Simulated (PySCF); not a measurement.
Ionisation energies (eV) were calculated with PySCF 2.14 by PBE, LDA, UHF, in another order, as differences of total energies without spin-orbit coupling. The measured values are between term centres (NIST).

```tsv
species	measured	A	B	C
He (aug-cc-pVTZ, non-relativistic)	24.587	24.308	23.463	24.472
Be (aug-cc-pVTZ-DK, spin-free X2C)	9.323	9.024	8.046	8.996
B⁺ (aug-cc-pVTZ-DK, spin-free X2C)	25.155	24.552	23.448	24.604
Mg (aug-cc-pVTZ-DK, spin-free X2C)	7.646	7.733	6.617	7.624
Fe (aug-cc-pVTZ-DK, spin-free X2C)	7.904	8.142	6.432	7.832
Ge⁺ (aug-cc-pVTZ-PP with ECP10MDF, ECP)	15.789	15.815	15.250	15.692
Kr (aug-cc-pVTZ-PP with ECP10MDF, ECP)	14.222	14.295	13.053	13.999
Au (aug-cc-pVTZ-PP with ECP60MDF, ECP)	9.226	9.897	7.681	9.539
```

Q: Which column is which method?

A: A is LDA (mean error -0.01 eV); B is UHF (mean error -1.23 eV); C is PBE (mean error -0.14 eV). LDA overbinds the outer electron and comes out highest. Hartree-Fock lacks the correlation of the electron removed and comes out lowest. PBE, with gradient corrections, lies close to experiment on average, with errors of both signs.
